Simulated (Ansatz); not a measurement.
Process, species as SMILES: O=C=S + 4 [H][H] (H2) → C (CH4) + O (H2O) + S (H2S)
B3LYP-D3(BJ)/def2-TZVP geometries, fixed; electronic energies without zero-point terms.

Basis-set convergence of the energy of full hydrogenation at CCSD(T) with Ansatz (a first-principles code). All functions are spherical. Cores are frozen. No added dispersion term, no relativity. Functions are those of the species that has most. Reference: Hartree-Fock in aug-cc-pV(Q+d)Z plus the correlation part extrapolated as X^-3 from aug-cc-pV(T+d)Z and aug-cc-pV(Q+d)Z, -64.13 kcal/mol, itself unsure by roughly 0.21 kcal/mol (a third of the extrapolation step and of the last Hartree-Fock step). Deviations are taken from unrounded values. Cost is core time over that of aug-pcseg-1, rough, on shared machines of one kind; a dash marks a row that isn't timed (too short, read off another run, short of memory, by another algorithm or on other hardware).

| basis | functions | cost |
|---|---|---|
| pcseg-0 | 31 | - |
| pcseg-1 | 46 | - |
| aug-pcseg-1 | 73 | 1× |
| pcseg-2 | 94 | 1× |
| aug-pcseg-2 | 142 | 4× |
| pcseg-3 | 192 | 8× |
| aug-pcseg-3 | 281 | - |
| pcseg-4 | 345 | - |

**Question.** Which is the smallest pcseg set listed that can be trusted to 2 kcal/mol here, that is, within that of the reference together with its larger relatives (same family, alike in diffuse functions; a set with none to test it counts only in the reference's own line)?

**Answer.** The smallest set listed that lies within 2 kcal/mol of the reference with all its larger relatives (same family, alike in diffuse functions; a set with none counts only in the reference's own line) is aug-pcseg-1 (73 functions, 1× in cost, -0.07 kcal/mol off). Value minus reference: pcseg-0 25.42, pcseg-1 6.12, aug-pcseg-1 -0.07, pcseg-2 0.87, aug-pcseg-2 0.42, pcseg-3 -0.23, aug-pcseg-3 -0.09, pcseg-4 -0.05 kcal/mol.
